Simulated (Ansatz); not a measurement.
Geometry optimisation, RKS B3LYP/def2-SVP (Ansatz 0.2.0).

The input (input.yaml):

```yaml
crystal:
  periodic: [false, false, false]
  atoms:
    - { symbol: "N", position_ang: [-0.6746, 0.69897, -1.083] }
    - { symbol: C, position_ang: [0.36098, 0.458, -0.31558] }
    - { symbol: S, position_ang: [-0.20189, -0.82679, 1.4696] }
    - { symbol: H, position_ang: [-0.96558, 0.04628, -1.79846] }
    - { symbol: H, position_ang: [-1.32786, 1.4387, -0.86182] }
    - { symbol: H, position_ang: [0.71154, 1.27065, 0.30795] }
    - { symbol: H, position_ang: [1.11255, -0.22357, -0.69176] }
    - { symbol: H, position_ang: [-0.01871, -2.03562, 0.92391] }
    - { symbol: H, position_ang: [1.00358, -0.82662, 2.04916] }
total_charge: 1
basis:
  gaussian: { orbitals: def2-SVP }
hamiltonian:
  xc: b3lyp
relax:
  f_tol: 0.015
  max_steps: 40
```

Run as:

```bash
$ ansatz run input.yaml --threads 1 --pin off --max-ram 2048MiB --backend cpu --events-out ev --progress --plain --runs-dir out
```

Where does it end, and by what steps?

It converged. The force dipped under the threshold on the way, but the program's further checks kept it going. After 25 steps the energy has fallen by 0.190 eV; H8 moved furthest, 0.56 Å.

```
step  energy less start (eV)  largest force component (eV/Å)  accepted
   0                  0.0000                           0.588       yes
   1                 -0.0707                           0.758       yes
   2                 -0.1248                           0.968       yes
   3                 -0.1806                           0.184       yes
   4                 -0.1497                           0.803        no
   5                 -0.1866                           0.073       yes
   6                 -0.1874                           0.019       yes
   7                 -0.1880                           0.012       yes
   8                 -0.1766                           0.601        no
   9                 -0.1882                           0.015       yes
  10                 -0.1870                           0.252        no
  11                 -0.1883                           0.021       yes
  12                 -0.1886                           0.057       yes
  13                 -0.1887                           0.102       yes
  14                 -0.1890                           0.080       yes
  15                 -0.1893                           0.035       yes
  16                 -0.1895                           0.033       yes
  17                 -0.1792                           0.595        no
  18                 -0.1895                           0.029       yes
  19                 -0.1897                           0.011       yes
  20                 -0.1884                           0.236        no
  21                 -0.1898                           0.015       yes
  22                 -0.1894                           0.150        no
  23                 -0.1883                           0.176        no
  24                 -0.1899                           0.005       yes
  25                 -0.1900                           0.014       yes
```

```xyz
9
Properties=species:S:1:pos:R:3
N -0.718 0.843 -1.181
C 0.361 0.525 -0.540
S -0.213 -1.128 1.611
H -1.076 0.273 -1.950
H -1.288 1.646 -0.909
H 0.752 1.204 0.220
H 0.983 -0.294 -0.907
H 0.395 -2.272 1.209
H 0.803 -0.797 2.446
```

Time of the run: 110 s on 1 thread of Arm Neoverse N1, with other jobs on the host, peak memory 0.16 GiB.
